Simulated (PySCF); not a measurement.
Identify the compound

The spectra below were simulated for a compound C4H9N.

1H NMR (300 MHz, computed): δ 6.37 (ddt, J = 18.4, 11.3, 7.6 Hz, 1H), 5.39 (dq, J = 18.4, 2.1 Hz, 1H), 5.17 (dq, J = 11.3, 1.9 Hz, 1H), 3.21 (dt, J = 7.6, 1.9 Hz, 2H), 2.57 (s, 3H), -0.17 (br s, 1H).

13C{1H} NMR (computed): δ 154.4 (CH), 123.2 (CH2), 63.4 (CH2), 40.1 (CH3).

PySCF 2.14.0 with density-fitted response routines calculation with NMR shieldings at B3LYP/pcSseg-2/GIAO, coordinates at the PBE0-D3(BJ)/def2-SVP level and couplings computed with B3LYP/pcJ-1 (spin–dipole term only in couplings to heteroatoms); one conformer, no solvent model, non-relativistic, fast rotation and ring inversion assumed for equivalent nuclei.

Referencing at the same level of theory: 1H (σ = 31.39 ppm) and 13C (σ = 179.19 ppm) against TMS.

Problem. Deduce the structure.

Solution. 
- The formula gives 1 degree of unsaturation (no ring in the answer).
- 4 carbon signals for 4 carbons: no two carbons are equivalent.
- Carbon types of the structure: 1 × CH, 2 × CH2, 1 × CH3, leaving 1 H on heteroatoms.
- δC 154.4: alkene CH; an sp2 carbon of a C=C bond.
- δC 123.2: terminal =CH2 carbon; the olefinic region.
- δC 63.4: allylic sp3 CH2 bonded to N; the inductive effect lowers its shielding.
- δH 6.37: hydrogen on an alkene CH; a vinylic proton, deshielded by the sp2 carbon and the C=C anisotropy.
- δH 5.39, 5.17: hydrogen on a terminal =CH2 carbon; a vinylic proton, deshielded by the sp2 carbon and the C=C anisotropy.
- δH 2.57: hydrogen on a methyl carbon bonded to N; its carbon carries N, hence the downfield position.
- δH -0.17: hydrogen on an amine nitrogen; exchangeable; this is the value without hydrogen bonding to other molecules.
- The protons at 5.39 and 6.37 share a coupling of 18.4 Hz (vicinal, trans across C=C).
- The protons at 5.17 and 6.37 share a coupling of 11.3 Hz (vicinal, cis across C=C).
- The protons at 6.37 and 3.21 share a coupling of 7.6 Hz (vicinal).

Structure: N-allylmethylamine (SMILES CNCC=C).

This is the structure that produced the data.

The OH or NH signal is concentration- and solvent-dependent in practice; the value given is the gas-phase one. Multiplet labels drop couplings under 1 Hz and merge nearly equal ones. Unscaled 3J(H,H) at this level run about 10 % above measured values. Shifts are as computed. Against solution values, carbons near 30 ppm lie about +3 ppm off and those near 130 ppm about +8 ppm. Of 1211 compounds with measured shifts, 218 miss one by over three times the rms of a fit or turn the order of signals round; such compounds aren't used in these exercises. Couplings across =CH–CH2 type bonds come from one rotamer and its mirror image, and can be 1–2 Hz further off. Couplings to exchangeable protons are dropped.
